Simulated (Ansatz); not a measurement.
## Ru (model structure, started from the simple cubic type, Pm-3m, No. 221, 1 atom in the cell)

Calculation: PBEsol (Ansatz, a program for electronic structure, PAW).

Settings: plane-wave cutoff 500 eV, 30×30×30 k mesh, Fermi–Dirac smearing 0.1 eV, no spin polarisation, scalar-relativistic PAW data made under PBE.

Cell (relaxed at this level):

```yaml
crystal:
  lattice:
    - [2.48104, 0.00000, 0.00000]
    - [0.00000, 2.48104, 0.00000]
    - [0.00000, 0.00000, 2.48104]
  atoms:
    - { symbol: Ru, position: [0.00000, 0.00000, 0.00000] }
```

| Property | Value |
|---|---|
| band gap | none |

Note: the relaxation could raise the start's symmetry but not lower it, so the cell can be a saddle point.

Spin–orbit coupling is not included.

Computed values are for the static lattice.

Cost on a shared machine: roughly 30 core-seconds.

A model structure was made by putting elements into a prototype or built by hand; it is no filed structure, need not be a known phase, and can be a saddle point held by its symmetry.
